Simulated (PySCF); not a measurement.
# Gas-phase XPS of `C=C(F)[S-]`, computed

C₂H₂FS (charge -1).
SMILES with atom numbers: `[CH2:1]=[C:2]([F:3])[S-:4]`

Theory: delta-SCF UKS SCAN, pcX-2 on the ionised atom, pcseg-1 elsewhere, spin-free X2C in PySCF. Binding energies are ΔSCF values: E(core-ionised, relaxed orbitals) − E(ground state) at a fixed geometry, referred to the vacuum level.

Question: What binding energy does each computed site have?

Answer: 
```
atom(s)                 environment  level  binding energy (eV)  above the level's lowest (eV)  count
     C1  carbon bonded to C and 2 H   C 1s               284.31                           0.00      1
     C2          vinylic C–F carbon   C 1s               287.52                          +3.21      1
     F3              vinyl fluorine   F 1s               686.91                           0.00      1
     S4          sulfur bonded to C   S 1s              2469.73                           0.00      1
```

The listed C 1s values span 3.21 eV, from C1 (bonded to C (double bond) and 2 H) to C2 (bonded to F, S and C (double bond)).

Question: Which effective nuclear charge Zeff reproduces each element's mean 1s value in the hydrogen-like formula E = 13.606 eV × Zeff²?

Answer: C (Z = 6): mean 285.9 eV, Zeff = 4.58, Z − Zeff = 1.42; F (Z = 9): mean 686.9 eV, Zeff = 7.11, Z − Zeff = 1.89; S (Z = 16): mean 2469.7 eV, Zeff = 13.47, Z − Zeff = 2.53. Means run over the listed sites, weighted by atom count.

Not every level is listed. Spin contamination (⟨S²⟩ against 0.75 for a pure doublet) is marked for C 1s of C2 (0.91), which makes this value less certain. The species carries charge -1, so core ionisation leaves a neutral species. The basis sets have no added diffuse functions. Isolated species at its GFN2-xTB geometry, gas phase.
